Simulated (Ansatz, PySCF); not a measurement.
Process, species as SMILES: N (NH3) -> [NH3+] + e-
Each molecule is optimised on its own at B3LYP-D3(BJ)/def2-TZVP (Ansatz, a quantum-chemistry and plane-wave program).
Geometry of the first species:
SMILES: N
```xyz
4

N      0.0022    -0.0038     0.1116
H     -0.0020     0.9512    -0.2281
H      0.8095    -0.4644    -0.2929
H     -0.8232    -0.4600    -0.2599
```
Charge 0, spin multiplicity 1.

Quantity: adiabatic ionisation energy (0 K, with B3LYP-D3(BJ) harmonic zero-point energies from PySCF), in eV. Cores are frozen in the correlated levels unless marked. Open shells are spin-unrestricted. Spin-orbit coupling is left out. No relativistic terms. Basis-set limits of correlation are two-point, X^-3; Hartree-Fock from the larger set.

CCSD(T)/CBS(aug-cc-pVTZ,aug-cc-pVQZ) (Ansatz) gives 10.18 eV.

Question: Another calculation gave 10.43 eV. Which level was it?
(A) SVWN5/def2-TZVPD (Ansatz)
(B) HF/def2-TZVPD (PySCF)
(C) TPSS/def2-TZVPD (PySCF)
(D) PBE/def2-TZVPD (Ansatz)

Answer: A, SVWN5/def2-TZVPD (Ansatz). The others give 10.14 (PBE), 9.95 (TPSS), 8.57 (HF) eV.
